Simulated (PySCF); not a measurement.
# Calculated NMR parameters of CN(C)P1C=C1

| Property | Result |
| --- | --- |
| Formula | C4H8NP |
| SMILES | CN(C)P1C=C1 |
| InChI | InChI=1S/C4H8NP/c1-5(2)6-3-4-6/h3-4H,1-2H3 |
| Point group of the computed structure | Cs |
| Carbon signals | 2 |
| Proton signals | 2 |

Molfile (atoms numbered from 1):
```
C4H8NP
     RDKit          3D

 14 14  0  0  0  0  0  0  0  0999 V2000
   -0.9260    1.3938    0.1173 C   0  0  0  0  0  0  0  0  0  0  0  0
   -0.3642    0.0674   -0.0327 N   0  0  0  0  0  0  0  0  0  0  0  0
   -1.3862   -0.9557   -0.1132 C   0  0  0  0  0  0  0  0  0  0  0  0
    1.0060   -0.3008    0.9890 P   0  0  0  0  0  0  0  0  0  0  0  0
    2.3530    0.2212   -0.1394 C   0  0  0  0  0  0  0  0  0  0  0  0
    2.1058   -1.0568   -0.2685 C   0  0  0  0  0  0  0  0  0  0  0  0
   -0.1149    2.1130    0.2272 H   0  0  0  0  0  0  0  0  0  0  0  0
   -1.5980    1.4815    0.9805 H   0  0  0  0  0  0  0  0  0  0  0  0
   -1.4922    1.6402   -0.7841 H   0  0  0  0  0  0  0  0  0  0  0  0
   -1.9697   -0.7993   -1.0237 H   0  0  0  0  0  0  0  0  0  0  0  0
   -0.9072   -1.9326   -0.1698 H   0  0  0  0  0  0  0  0  0  0  0  0
   -2.0737   -0.9458    0.7421 H   0  0  0  0  0  0  0  0  0  0  0  0
    2.9715    1.0236   -0.4763 H   0  0  0  0  0  0  0  0  0  0  0  0
    2.3953   -1.9501   -0.7767 H   0  0  0  0  0  0  0  0  0  0  0  0
  1  2  1  0
  2  3  1  0
  2  4  1  0
  4  5  1  0
  5  6  2  0
  6  4  1  0
  1  7  1  0
  1  8  1  0
  1  9  1  0
  3 10  1  0
  3 11  1  0
  3 12  1  0
  5 13  1  0
  6 14  1  0
M  END
```

- σ from GIAO-PBE0/pcSseg-1
- geometry from GFN2-xTB
- program: PySCF 2.14
- non-relativistic Hamiltonian, one conformer, gas phase, equivalent nuclei averaged

Shifts are taken against calculated references (same method and geometry level): TMS for ¹H (σ = 31.72 ppm), ¹³C (σ = 186.93 ppm); ³¹P (σ = 318.38 ppm) vs H3PO4; ¹⁵N (σ = 267.73 ppm) against NH3.

| carbon | δC, type | δH (multiplicity) | HMBC from (2–3 bonds) | span of the C tensor (ppm) |
| --- | --- | --- | --- | --- |
| C1/C3 | 40.5, CH3 | 2.32 (m) | H7/H8/H9/H10/H11/H12 | 62 |
| C5/C6 | 145.3, CH | 9.05 (m) | H13/H14 | 292 |

Other nuclei:
```tsv
atoms	nucleus	environment	δ (ppm)	σ (ppm)
P4	³¹P	phosphorus bonded to 2 C, N, in a 3-membered ring	-147.0	465.3
N2	¹⁵N	nitrogen bonded to 2 C, P	55.0	212.7
```

1. δC 145.3: alkene CH; as expected for a trigonal carbon in a double bond.
2. δC 40.5: methyl carbon bonded to N; the inductive effect lowers its shielding.
3. δH 9.05: hydrogen on an alkene CH.
4. δH 2.32: hydrogen on a methyl carbon bonded to N; its carbon carries N, which withdraws density.

Splittings by ³¹P in the carbon and heteronuclear signals aren't shown, as no couplings were computed. Shifts are as computed. Against solution values, carbons near 30 ppm lie about +3 ppm off and those near 130 ppm about +5 ppm. Of 1211 compounds with measured shifts, 218 miss one by over three times the rms of a fit or turn the order of signals round; such compounds aren't used in these exercises. Experimental scales use liquid or dissolved standards, which lie at an offset from isolated NH3 (liquid NH3: subtract about 20 ppm) and H3PO4. No couplings were computed; multiplicities are counted from neighbouring protons, with m where these are inequivalent, close in shift, in a saturated or five-membered ring or joined by F or P, and br s for small geminal =CH2 splittings.
